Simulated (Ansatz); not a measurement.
```yaml
crystal:
  periodic: [false, false, false]
  atoms:
    - {symbol: C, position_ang: [0.483514, 0.925887, -0.541541]}
    - {symbol: C, position_ang: [1.010627, 0.729608, 0.659909]}
    - {symbol: O, position_ang: [0.469072, -0.289439, 1.372570]}
    - {symbol: C, position_ang: [-0.424185, -0.978377, 0.478523]}
    - {symbol: C, position_ang: [-0.637418, -0.058796, -0.731589]}
    - {symbol: H, position_ang: [0.766854, 1.700931, -1.236329]}
    - {symbol: H, position_ang: [1.799163, 1.268702, 1.166834]}
    - {symbol: H, position_ang: [0.059852, -1.915790, 0.187012]}
    - {symbol: H, position_ang: [-1.336831, -1.208282, 1.028263]}
    - {symbol: H, position_ang: [-0.576083, -0.612311, -1.671595]}
    - {symbol: H, position_ang: [-1.614564, 0.437846, -0.712036]}
basis:
  gaussian: {orbitals: def2-TZVPD, fitting: {mean_field: def2-universal-jkfit}, final_grid: {core_spheres: 5, valence_spheres: 4, degree: 11}}
hamiltonian: {xc: {name: revPBE0}, dispersion: d4}
output: {forces: true}
```

```sh
$ ansatz run in.yaml --threads 4 --pin off --events-out ev --progress --plain --max-ram 10444MiB
```

It prints (some lines left out):

```
Functional definition: revPBE0
  name "revPBE0"
  cite "Zhang & Yang, Phys. Rev. Lett. 80, 890 (1998) doi:10.1103/PhysRevLett.80.890"
  cite "Adamo & Barone, J. Chem. Phys. 110, 6158 (1999) doi:10.1063/1.478522"
  cite "Perdew, Burke & Ernzerhof, Phys. Rev. Lett. 77, 3865 (1996) doi:10.1103/PhysRevLett.77.3865"
  parameter a = 0.25
  parameter kappa = 1.245
  parameter beta = 0.06672455060314922
  exchange = (1 - a)*pbe_x(kappa = kappa, mu = beta*pi^2/3) + a*exact_x
  correlation = pbe_c(beta = beta)
485 factors; integrals over basis functions are off by at most 8.8e-1 eV
mean field evaluation 1: about -6284.5379 eV, gradient 5.5e1 eV
mean field evaluation 2: about -6281.4836 eV, gradient 6.5e1 eV
mean field evaluation 4: about -6291.4958 eV, gradient 3.2e0 eV
mean field evaluation 8: about -6291.5204 eV, gradient 1.4e0 eV
mean field evaluation 16: about -6291.5239 eV, gradient 4.8e-4 eV
mean field -6291.52390589 eV, -231.2092389935 hartree, gradient 5.6e-5 eV, S^2 0.000000; 0 other end points of the search recorded, 0 dependent functions left out
the calculation of the forces begins
reference -6291.52392543 eV, -231.2092397115 hartree; 19, 19 occupied and 223, 223 virtual orbitals, 485 factors
Total energy: -6292.02346286 eV, -231.2275973735 hartree
Atom 0 at     0.483514     0.925887    -0.541541 Å, force     0.062042     0.118857    -0.189166 eV/Å
Atom 1 at     1.010627     0.729608     0.659909 Å, force     0.045149     0.095823    -0.057671 eV/Å
Atom 2 at     0.469072    -0.289439     1.372570 Å, force     0.045336    -0.017695     0.229460 eV/Å
Atom 3 at    -0.424185    -0.978377     0.478523 Å, force    -0.150725    -0.112562    -0.176334 eV/Å
Atom 4 at    -0.637418    -0.058796    -0.731589 Å, force     0.008025    -0.023069     0.145102 eV/Å
Atom 5 at     0.766854     1.700931    -1.236329 Å, force    -0.022328     0.046432    -0.002769 eV/Å
Atom 6 at     1.799163     1.268702     1.166834 Å, force     0.016505    -0.013486     0.053029 eV/Å
Atom 7 at     0.059852    -1.915790     0.187012 Å, force    -0.025511    -0.078650     0.014353 eV/Å
Atom 8 at    -1.336831    -1.208282     1.028263 Å, force     0.024660    -0.017485     0.057380 eV/Å
Atom 9 at    -0.576083    -0.612311    -1.671595 Å, force     0.020007    -0.030430    -0.043513 eV/Å
Atom 10 at    -1.614564     0.437846    -0.712036 Å, force    -0.023160     0.032266    -0.029870 eV/Å
Dipole moment:    -0.116601    -0.017895    -0.210053 e Å
```

Hardware: 4 threads of an Arm Neoverse V2 on a shared host. Wall time 1.1 s, peak host memory 0.36 GiB.
